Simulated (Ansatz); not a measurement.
# BH4 (doublet): wB97M-V, B2PLYP, RPA-PBE over a scan of the distance B1–H5, cc-pVTZ

Aim: run BH4 (doublet) with these functionals over a scan of the distance B1–H5, and hold them against the top wave-function level at the same points.

Program: Ansatz 0.2.0, Gaussian basis. Level of theory: cc-pVTZ, all electrons in the functionals, frozen cores in the correlation of double hybrids and RPA. These are calculated values, not measurements.

The runs, in order: wB97M-V, B2PLYP, RPA-PBE, at 1.081 Å; 1.220 Å; 1.349 Å; 1.692 Å; 2.286 Å; 3.318 Å.

4 further runs of the same task are left out: 4 for a known fault of the program. Runs told in other sessions of the task aren't counted.

### 1 What is computed

The geometry derives from a PBE0/def2-TZVP stationary point (not a proven minimum). One bond is set to the value named and the two fragments are kept rigid.

5 atoms, charge 0, spin multiplicity 2.

Atoms are counted from 1 here; the program's logs count them from 0.

Bond lengths: B1–H2 1.220 Å, B1–H3 1.220 Å, B1–H4 1.220 Å, B1–H5 1.220 Å. Angles: H2–B1–H3 96.8°, H2–B1–H4 96.8°, H2–B1–H5 139.9°, H3–B1–H4 139.9°, H3–B1–H5 96.8°, H4–B1–H5 96.8°.

No dispersion term is added; wB97M-V holds VV10 nonlocal correlation.

The geometry shown and the zero of energy belong to the point 1.220 Å. The yardstick, UCCSDT(Q), and other wave-function levels (R restricted, U unrestricted, valence and pair active spaces) come from earlier runs.

### 2 wB97M-V, 1.081 Å

The input, in.yaml:

```yaml
crystal:
  periodic: [false, false, false]
  atoms:
    - {symbol: B, position_ang: [0.003276, -0.006308, -0.006248]}
    - {symbol: H, position_ang: [0.417961, 0.806187, 0.804405]}
    - {symbol: H, position_ang: [-0.421051, -0.814002, 0.804213]}
    - {symbol: H, position_ang: [-0.409536, 0.802338, -0.821691]}
    - {symbol: H, position_ang: [0.377488, -0.726865, -0.719916]}
basis:
  gaussian: {orbitals: cc-pVTZ}
magnetization: {spin_polarized: true, initial_magnetization: 1}
hamiltonian: {xc: {name: wB97M-V}}
output: {forces: true, orbitals: {seedname: orbitals}}
```

Started as:

```bash
$ ansatz run in.yaml --threads 2 --pin off --events-out ev --progress --plain --max-ram 24576MiB --backend cuda --devices 0, --max-vram 18GiB
```

What it wrote, cut to the lines that bear on the results:

```text
Functional definition: wB97M-V
  name "wB97M-V"
  cite "Mardirossian & Head-Gordon, J. Chem. Phys. 144, 214110 (2016) doi:10.1063/1.4952647"
  cite "Becke, J. Chem. Phys. 107, 8554 (1997) doi:10.1063/1.475007"
  cite "Vydrov & Van Voorhis, J. Chem. Phys. 133, 244103 (2010) doi:10.1063/1.3521275"
  # Of w^i u^j: cxij and so on, Table III.
[...]
  gx(w, u) = 1 - cx + cx01*u + cx10*w
  gss(w, u) = css00 + css04*u^4 + css10*w + css20*w^2 + css43*w^4*u^3
  gos(w, u) = cos00 + cos10*w + (cos20 + cos21*u)*w^2 + (cos60 + cos61*u)*w^6
[...]
      + integral(e_c_pw_mod_opposite_spin*gos(b97_w_opposite, b97_u_opposite)) + vv10(b, c)
452 factors; their error is unknown
123 factors; integrals over basis functions are off by at most 4.8e-6 eV
[...]
mean field -737.20174076 eV, -27.0916642797 hartree, gradient 2.4e-5 eV, S^2 0.752150; 0 other end points of the search recorded, 0 dependent functions left out
[...]
reference -737.20177884 eV, -27.0916656790 hartree; 5, 4 occupied and 81, 82 virtual orbitals, 452 factors
Total energy: -737.20177884 eV, -27.0916656790 hartree
Atom 0 at     0.003276    -0.006308    -0.006248 Å, force    -1.198808     2.410872     2.388201 eV/Å
Atom 1 at     0.417961     0.806187     0.804405 Å, force    -0.128652    -0.051496    -0.052104 eV/Å
Atom 2 at    -0.421051    -0.814002     0.804213 Å, force    -0.004634     0.138138     0.067649 eV/Å
Atom 3 at    -0.409536     0.802338    -0.821691 Å, force    -0.005130     0.068497     0.137701 eV/Å
Atom 4 at     0.377488    -0.726865    -0.719916 Å, force     1.337224    -2.566011    -2.541447 eV/Å
Dipole moment:    -0.000065    -0.000557    -0.000554 e Å
```

Run time: 5.5 s. Hardware: 1 × H100 (card shared with other runs) with 2 threads of AMD EPYC 7R13, shared host; peak host memory 0.79 GiB.

From the report: ⟨S²⟩ of the determinant 0.752 (pure doublet: 0.75).

### 3 wB97M-V, 1.220 Å

The input, in.yaml:

```yaml
crystal:
  periodic: [false, false, false]
  atoms:
    - {symbol: B, position_ang: [0.000000, 0.000000, 0.000000]}
    - {symbol: H, position_ang: [0.414685, 0.812495, 0.810653]}
    - {symbol: H, position_ang: [-0.424327, -0.807694, 0.810461]}
    - {symbol: H, position_ang: [-0.412812, 0.808646, -0.815443]}
    - {symbol: H, position_ang: [0.422454, -0.813448, -0.805671]}
basis:
  gaussian: {orbitals: cc-pVTZ}
magnetization: {spin_polarized: true, initial_magnetization: 1}
hamiltonian: {xc: {name: wB97M-V}}
output: {orbitals: {seedname: orbitals}}
```

The command is unchanged.

What it wrote, cut to the lines that bear on the results:

```text
Functional definition: wB97M-V
  name "wB97M-V"
  cite "Mardirossian & Head-Gordon, J. Chem. Phys. 144, 214110 (2016) doi:10.1063/1.4952647"
  cite "Becke, J. Chem. Phys. 107, 8554 (1997) doi:10.1063/1.475007"
  cite "Vydrov & Van Voorhis, J. Chem. Phys. 133, 244103 (2010) doi:10.1063/1.3521275"
  # Of w^i u^j: cxij and so on, Table III.
[...]
  gx(w, u) = 1 - cx + cx01*u + cx10*w
  gss(w, u) = css00 + css04*u^4 + css10*w + css20*w^2 + css43*w^4*u^3
  gos(w, u) = cos00 + cos10*w + (cos20 + cos21*u)*w^2 + (cos60 + cos61*u)*w^6
[...]
      + integral(e_c_pw_mod_opposite_spin*gos(b97_w_opposite, b97_u_opposite)) + vv10(b, c)
452 factors; their error is unknown
123 factors; integrals over basis functions are off by at most 1.3e-5 eV
[...]
mean field -737.43066909 eV, -27.1000772406 hartree, gradient 1.8e-5 eV, S^2 0.752206; 0 other end points of the search recorded, 0 dependent functions left out
reference -737.43070730 eV, -27.1000786446 hartree; 5, 4 occupied and 81, 82 virtual orbitals, 452 factors
Total energy: -737.43070730 eV, -27.1000786446 hartree
```

It took 2.4 s on 1 × H100 (card shared with other runs) with 2 threads of AMD EPYC 7R13, shared host; peak host memory 0.78 GiB.

From the report: ⟨S²⟩ of the determinant 0.752 (pure doublet: 0.75).

### 4 wB97M-V, 1.349 Å

The input, in.yaml:

```yaml
crystal:
  periodic: [false, false, false]
  atoms:
    - {symbol: B, position_ang: [-0.003024, 0.005823, 0.005767]}
    - {symbol: H, position_ang: [0.411661, 0.818318, 0.816420]}
    - {symbol: H, position_ang: [-0.427351, -0.801871, 0.816228]}
    - {symbol: H, position_ang: [-0.415836, 0.814469, -0.809676]}
    - {symbol: H, position_ang: [0.463963, -0.893374, -0.884833]}
basis:
  gaussian: {orbitals: cc-pVTZ}
magnetization: {spin_polarized: true, initial_magnetization: 1}
hamiltonian: {xc: {name: wB97M-V}}
output: {forces: true, orbitals: {seedname: orbitals}}
```

The command is unchanged.

What it wrote, cut to the lines that bear on the results:

```text
Functional definition: wB97M-V
  name "wB97M-V"
  cite "Mardirossian & Head-Gordon, J. Chem. Phys. 144, 214110 (2016) doi:10.1063/1.4952647"
  cite "Becke, J. Chem. Phys. 107, 8554 (1997) doi:10.1063/1.475007"
  cite "Vydrov & Van Voorhis, J. Chem. Phys. 133, 244103 (2010) doi:10.1063/1.3521275"
  # Of w^i u^j: cxij and so on, Table III.
[...]
  gx(w, u) = 1 - cx + cx01*u + cx10*w
  gss(w, u) = css00 + css04*u^4 + css10*w + css20*w^2 + css43*w^4*u^3
  gos(w, u) = cos00 + cos10*w + (cos20 + cos21*u)*w^2 + (cos60 + cos61*u)*w^6
[...]
      + integral(e_c_pw_mod_opposite_spin*gos(b97_w_opposite, b97_u_opposite)) + vv10(b, c)
452 factors; their error is unknown
123 factors; integrals over basis functions are off by at most 1.9e-5 eV
[...]
mean field -737.29201176 eV, -27.0949816777 hartree, gradient 8.7e-6 eV, S^2 0.752677; 0 other end points of the search recorded, 0 dependent functions left out
[...]
reference -737.29205017 eV, -27.0949830891 hartree; 5, 4 occupied and 81, 82 virtual orbitals, 452 factors
Total energy: -737.29205017 eV, -27.0949830891 hartree
Atom 0 at    -0.003024     0.005823     0.005767 Å, force     0.423318    -0.908905    -0.900561 eV/Å
Atom 1 at     0.411661     0.818318     0.816420 Å, force     0.071949    -0.086822    -0.085802 eV/Å
Atom 2 at    -0.427351    -0.801871     0.816228 Å, force     0.072228    -0.015259    -0.213946 eV/Å
Atom 3 at    -0.415836     0.814469    -0.809676 Å, force     0.070808    -0.214538    -0.013487 eV/Å
Atom 4 at     0.463963    -0.893374    -0.884833 Å, force    -0.638302     1.225524     1.213794 eV/Å
Dipole moment:     0.002335    -0.001107    -0.001084 e Å
```

Run time: 7 s. Hardware: 1 × H100 (card shared with other runs) with 2 threads of AMD EPYC 7R13, shared host; peak host memory 0.79 GiB.

From the report: ⟨S²⟩ of the determinant 0.753 (pure doublet: 0.75).

From 1.220 Å: +0.139 eV.

### 5 wB97M-V, 1.692 Å

The input, in.yaml:

```yaml
crystal:
  periodic: [false, false, false]
  atoms:
    - {symbol: B, position_ang: [-0.011087, 0.021349, 0.021145]}
    - {symbol: H, position_ang: [0.403598, 0.833844, 0.831798]}
    - {symbol: H, position_ang: [-0.435414, -0.786345, 0.831606]}
    - {symbol: H, position_ang: [-0.423899, 0.829995, -0.794298]}
    - {symbol: H, position_ang: [0.574637, -1.106480, -1.095902]}
basis:
  gaussian: {orbitals: cc-pVTZ}
magnetization: {spin_polarized: true, initial_magnetization: 1}
hamiltonian: {xc: {name: wB97M-V}}
output: {forces: true, orbitals: {seedname: orbitals}}
```

Same command.

What it wrote, cut to the lines that bear on the results:

```text
Functional definition: wB97M-V
  name "wB97M-V"
  cite "Mardirossian & Head-Gordon, J. Chem. Phys. 144, 214110 (2016) doi:10.1063/1.4952647"
  cite "Becke, J. Chem. Phys. 107, 8554 (1997) doi:10.1063/1.475007"
  cite "Vydrov & Van Voorhis, J. Chem. Phys. 133, 244103 (2010) doi:10.1063/1.3521275"
  # Of w^i u^j: cxij and so on, Table III.
[...]
  gx(w, u) = 1 - cx + cx01*u + cx10*w
  gss(w, u) = css00 + css04*u^4 + css10*w + css20*w^2 + css43*w^4*u^3
  gos(w, u) = cos00 + cos10*w + (cos20 + cos21*u)*w^2 + (cos60 + cos61*u)*w^6
[...]
      + integral(e_c_pw_mod_opposite_spin*gos(b97_w_opposite, b97_u_opposite)) + vv10(b, c)
452 factors; their error is unknown
123 factors; integrals over basis functions are off by at most 2.3e-5 eV
[...]
mean field -736.44858193 eV, -27.0639862032 hartree, gradient 5.7e-5 eV, S^2 0.761780; 0 other end points of the search recorded, 0 dependent functions left out
[...]
reference -736.44862097 eV, -27.0639876377 hartree; 5, 4 occupied and 81, 82 virtual orbitals, 452 factors
Total energy: -736.44862097 eV, -27.0639876377 hartree
Atom 0 at    -0.011087     0.021349     0.021145 Å, force     0.026392    -0.281920    -0.280075 eV/Å
Atom 1 at     0.403598     0.833844     0.831798 Å, force     0.464250    -0.219628    -0.215048 eV/Å
Atom 2 at    -0.435414    -0.786345     0.831606 Å, force     0.169250    -0.310884    -0.787337 eV/Å
Atom 3 at    -0.423899     0.829995    -0.794298 Å, force     0.165835    -0.790344    -0.305040 eV/Å
Atom 4 at     0.574637    -1.106480    -1.095902 Å, force    -0.825727     1.602776     1.587500 eV/Å
Dipole moment:     0.031491    -0.034583    -0.034156 e Å
```

It took 5.5 s on 1 × H100 (card shared with other runs) with 2 threads of AMD EPYC 7R13, shared host; peak host memory 0.79 GiB.

From the report: ⟨S²⟩ of the determinant 0.762 (pure doublet: 0.75).

From 1.220 Å: +0.982 eV.

### 6 wB97M-V, 2.286 Å

The input, in.yaml:

```yaml
crystal:
  periodic: [false, false, false]
  atoms:
    - {symbol: B, position_ang: [-0.025051, 0.048236, 0.047775]}
    - {symbol: H, position_ang: [0.389634, 0.860732, 0.858428]}
    - {symbol: H, position_ang: [-0.449378, -0.759457, 0.858236]}
    - {symbol: H, position_ang: [-0.437863, 0.856883, -0.767668]}
    - {symbol: H, position_ang: [0.766299, -1.475533, -1.461426]}
basis:
  gaussian: {orbitals: cc-pVTZ}
magnetization: {spin_polarized: true, initial_magnetization: 1}
hamiltonian: {xc: {name: wB97M-V}}
output: {forces: true, orbitals: {seedname: orbitals}}
```

Same command.

What it wrote, cut to the lines that bear on the results:

```text
Functional definition: wB97M-V
  name "wB97M-V"
  cite "Mardirossian & Head-Gordon, J. Chem. Phys. 144, 214110 (2016) doi:10.1063/1.4952647"
  cite "Becke, J. Chem. Phys. 107, 8554 (1997) doi:10.1063/1.475007"
  cite "Vydrov & Van Voorhis, J. Chem. Phys. 133, 244103 (2010) doi:10.1063/1.3521275"
  # Of w^i u^j: cxij and so on, Table III.
[...]
  gx(w, u) = 1 - cx + cx01*u + cx10*w
  gss(w, u) = css00 + css04*u^4 + css10*w + css20*w^2 + css43*w^4*u^3
  gos(w, u) = cos00 + cos10*w + (cos20 + cos21*u)*w^2 + (cos60 + cos61*u)*w^6
[...]
      + integral(e_c_pw_mod_opposite_spin*gos(b97_w_opposite, b97_u_opposite)) + vv10(b, c)
452 factors; their error is unknown
123 factors; integrals over basis functions are off by at most 2.4e-5 eV
[...]
mean field -735.70176337 eV, -27.0365411272 hartree, gradient 6.9e-5 eV, S^2 0.758070; 0 other end points of the search recorded, 0 dependent functions left out
[...]
reference -735.70180383 eV, -27.0365426141 hartree; 5, 4 occupied and 81, 82 virtual orbitals, 452 factors
Total energy: -735.70180383 eV, -27.0365426141 hartree
Atom 0 at    -0.025051     0.048236     0.047775 Å, force    -1.469347     2.428612     2.403919 eV/Å
Atom 1 at     0.389634     0.860732     0.858428 Å, force     1.090433    -0.403348    -0.393252 eV/Å
Atom 2 at    -0.449378    -0.759457     0.858236 Å, force     0.237859    -0.696768    -1.606487 eV/Å
Atom 3 at    -0.437863     0.856883    -0.767668 Å, force     0.231337    -1.612231    -0.685607 eV/Å
Atom 4 at     0.766299    -1.475533    -1.461426 Å, force    -0.090282     0.283735     0.281427 eV/Å
Dipole moment:     0.102903    -0.116588    -0.115173 e Å
```

Wall time 13 s (1 × H100 (card shared with other runs) with 2 threads of AMD EPYC 7R13, shared host); peak host memory 0.79 GiB.

From the report: ⟨S²⟩ of the determinant 0.758 (pure doublet: 0.75).

From 1.220 Å: +1.729 eV.

### 7 wB97M-V, 3.318 Å

The input, in.yaml:

```yaml
crystal:
  periodic: [false, false, false]
  atoms:
    - {symbol: B, position_ang: [-0.049311, 0.094950, 0.094042]}
    - {symbol: H, position_ang: [0.365374, 0.907445, 0.904695]}
    - {symbol: H, position_ang: [-0.473638, -0.712744, 0.904503]}
    - {symbol: H, position_ang: [-0.462123, 0.903596, -0.721401]}
    - {symbol: H, position_ang: [1.099289, -2.116715, -2.096478]}
basis:
  gaussian: {orbitals: cc-pVTZ}
magnetization: {spin_polarized: true, initial_magnetization: 1}
hamiltonian: {xc: {name: wB97M-V}}
output: {forces: true, orbitals: {seedname: orbitals}}
```

Launched as before.

What it wrote, cut to the lines that bear on the results:

```text
Functional definition: wB97M-V
  name "wB97M-V"
  cite "Mardirossian & Head-Gordon, J. Chem. Phys. 144, 214110 (2016) doi:10.1063/1.4952647"
  cite "Becke, J. Chem. Phys. 107, 8554 (1997) doi:10.1063/1.475007"
  cite "Vydrov & Van Voorhis, J. Chem. Phys. 133, 244103 (2010) doi:10.1063/1.3521275"
  # Of w^i u^j: cxij and so on, Table III.
[...]
  gx(w, u) = 1 - cx + cx01*u + cx10*w
  gss(w, u) = css00 + css04*u^4 + css10*w + css20*w^2 + css43*w^4*u^3
  gos(w, u) = cos00 + cos10*w + (cos20 + cos21*u)*w^2 + (cos60 + cos61*u)*w^6
[...]
      + integral(e_c_pw_mod_opposite_spin*gos(b97_w_opposite, b97_u_opposite)) + vv10(b, c)
452 factors; their error is unknown
123 factors; integrals over basis functions are off by at most 3.0e-5 eV
[...]
mean field -735.60524636 eV, -27.0329941925 hartree, gradient 3.4e-5 eV, S^2 0.750071; 0 other end points of the search recorded, 0 dependent functions left out
[...]
reference -735.60528979 eV, -27.0329957887 hartree; 5, 4 occupied and 81, 82 virtual orbitals, 452 factors
Total energy: -735.60528979 eV, -27.0329957887 hartree
Atom 0 at    -0.049311     0.094950     0.094042 Å, force    -1.776180     2.960246     2.930254 eV/Å
Atom 1 at     0.365374     0.907445     0.904695 Å, force     1.122525    -0.412230    -0.401856 eV/Å
Atom 2 at    -0.473638    -0.712744     0.904503 Å, force     0.325524    -0.791000    -1.747444 eV/Å
Atom 3 at    -0.462123     0.903596    -0.721401 Å, force     0.318660    -1.754362    -0.778382 eV/Å
Atom 4 at     1.099289    -2.116715    -2.096478 Å, force     0.009471    -0.002654    -0.002572 eV/Å
Dipole moment:     0.101712    -0.084829    -0.083610 e Å
```

Run time: 12 s. Hardware: 1 × H100 (card shared with other runs) with 2 threads of AMD EPYC 7R13, shared host; peak host memory 0.79 GiB.

From the report: ⟨S²⟩ of the determinant 0.750 (pure doublet: 0.75).

From 1.220 Å: +1.825 eV.

### 8 B2PLYP, 1.081 Å

The input, in.yaml:

```yaml
crystal:
  periodic: [false, false, false]
  atoms:
    - {symbol: B, position_ang: [0.003276, -0.006308, -0.006248]}
    - {symbol: H, position_ang: [0.417961, 0.806187, 0.804405]}
    - {symbol: H, position_ang: [-0.421051, -0.814002, 0.804213]}
    - {symbol: H, position_ang: [-0.409536, 0.802338, -0.821691]}
    - {symbol: H, position_ang: [0.377488, -0.726865, -0.719916]}
basis:
  gaussian: {orbitals: cc-pVTZ}
magnetization: {spin_polarized: true, initial_magnetization: 1}
hamiltonian: {xc: {name: B2PLYP}}
correlation: {electrons: outside_noble_gas}
```

The command is unchanged.

What it wrote, cut to the lines that bear on the results:

```text
Functional definition: B2PLYP
  name "B2PLYP"
  cite "Grimme, J. Chem. Phys. 124, 034108 (2006) doi:10.1063/1.2148954"
  cite "Becke, Phys. Rev. A 38, 3098 (1988) doi:10.1103/PhysRevA.38.3098"
  cite "Lee, Yang & Parr, Phys. Rev. B 37, 785 (1988) doi:10.1103/PhysRevB.37.785"
[...]
468 factors; integrals over basis functions are off by at most 1.2e-3 eV
[...]
mean field -735.90434910 eV, -27.0439860154 hartree, gradient 4.4e-6 eV, S^2 0.758706; 0 other end points of the search recorded, 0 dependent functions left out
1 core orbitals not correlated: weight in the atoms' cores, before any rotation towards them, 1.000 or more for the frozen orbitals, at most 0.000 for the correlated occupied ones
reference -735.90447603 eV, -27.0439906801 hartree; 4, 3 occupied and 81, 82 virtual orbitals, 468 factors
second order -4.69393655 eV of doubles, -0.00000000 eV of singles
Total energy: -737.17183890 eV, -27.0905654064 hartree
```

Wall time 2.9 s (1 × H100 (card shared with other runs) with 2 threads of AMD EPYC 7R13, shared host); peak host memory 0.75 GiB.

From the report: ⟨S²⟩ of the determinant 0.759 (pure doublet: 0.75).

### 9 B2PLYP, 1.220 Å

The input, in.yaml:

```yaml
crystal:
  periodic: [false, false, false]
  atoms:
    - {symbol: B, position_ang: [0.000000, 0.000000, 0.000000]}
    - {symbol: H, position_ang: [0.414685, 0.812495, 0.810653]}
    - {symbol: H, position_ang: [-0.424327, -0.807694, 0.810461]}
    - {symbol: H, position_ang: [-0.412812, 0.808646, -0.815443]}
    - {symbol: H, position_ang: [0.422454, -0.813448, -0.805671]}
basis:
  gaussian: {orbitals: cc-pVTZ}
magnetization: {spin_polarized: true, initial_magnetization: 1}
hamiltonian: {xc: {name: B2PLYP}}
correlation: {electrons: outside_noble_gas}
```

Same command.

What it wrote, cut to the lines that bear on the results:

```text
Functional definition: B2PLYP
  name "B2PLYP"
  cite "Grimme, J. Chem. Phys. 124, 034108 (2006) doi:10.1063/1.2148954"
  cite "Becke, Phys. Rev. A 38, 3098 (1988) doi:10.1103/PhysRevA.38.3098"
  cite "Lee, Yang & Parr, Phys. Rev. B 37, 785 (1988) doi:10.1103/PhysRevB.37.785"
[...]
471 factors; integrals over basis functions are off by at most 1.4e-3 eV
[...]
mean field -736.13476221 eV, -27.0524535412 hartree, gradient 2.2e-6 eV, S^2 0.759014; 0 other end points of the search recorded, 0 dependent functions left out
1 core orbitals not correlated: weight in the atoms' cores, before any rotation towards them, 1.000 or more for the frozen orbitals, at most 0.000 for the correlated occupied ones
reference -736.13488978 eV, -27.0524582294 hartree; 4, 3 occupied and 81, 82 virtual orbitals, 471 factors
second order -4.69218728 eV of doubles, -0.00000000 eV of singles
Total energy: -737.40178035 eV, -27.0990155989 hartree
```

Wall time 1.9 s (1 × H100 (card shared with other runs) with 2 threads of AMD EPYC 7R13, shared host); peak host memory 0.75 GiB.

From the report: ⟨S²⟩ of the determinant 0.759 (pure doublet: 0.75).

### 10 B2PLYP, 1.349 Å

The input, in.yaml:

```yaml
crystal:
  periodic: [false, false, false]
  atoms:
    - {symbol: B, position_ang: [-0.003024, 0.005823, 0.005767]}
    - {symbol: H, position_ang: [0.411661, 0.818318, 0.816420]}
    - {symbol: H, position_ang: [-0.427351, -0.801871, 0.816228]}
    - {symbol: H, position_ang: [-0.415836, 0.814469, -0.809676]}
    - {symbol: H, position_ang: [0.463963, -0.893374, -0.884833]}
basis:
  gaussian: {orbitals: cc-pVTZ}
magnetization: {spin_polarized: true, initial_magnetization: 1}
hamiltonian: {xc: {name: B2PLYP}}
correlation: {electrons: outside_noble_gas}
```

The command is unchanged.

What it wrote, cut to the lines that bear on the results:

```text
Functional definition: B2PLYP
  name "B2PLYP"
  cite "Grimme, J. Chem. Phys. 124, 034108 (2006) doi:10.1063/1.2148954"
  cite "Becke, Phys. Rev. A 38, 3098 (1988) doi:10.1103/PhysRevA.38.3098"
  cite "Lee, Yang & Parr, Phys. Rev. B 37, 785 (1988) doi:10.1103/PhysRevB.37.785"
[...]
471 factors; integrals over basis functions are off by at most 1.3e-3 eV
[...]
mean field -735.99905284 eV, -27.0474663138 hartree, gradient 1.0e-5 eV, S^2 0.760541; 0 other end points of the search recorded, 0 dependent functions left out
1 core orbitals not correlated: weight in the atoms' cores, before any rotation towards them, 1.000 or more for the frozen orbitals, at most 0.000 for the correlated occupied ones
reference -735.99918075 eV, -27.0474710142 hartree; 4, 3 occupied and 81, 82 virtual orbitals, 471 factors
second order -4.68651105 eV of doubles, -0.00000000 eV of singles
Total energy: -737.26453873 eV, -27.0939720624 hartree
```

Wall time 9.5 s (1 × H100 (card shared with other runs) with 2 threads of AMD EPYC 7R13, shared host); peak host memory 0.75 GiB.

From the report: ⟨S²⟩ of the determinant 0.761 (pure doublet: 0.75).

From 1.220 Å: +0.137 eV.

(Part 1 of 2 ends here.)
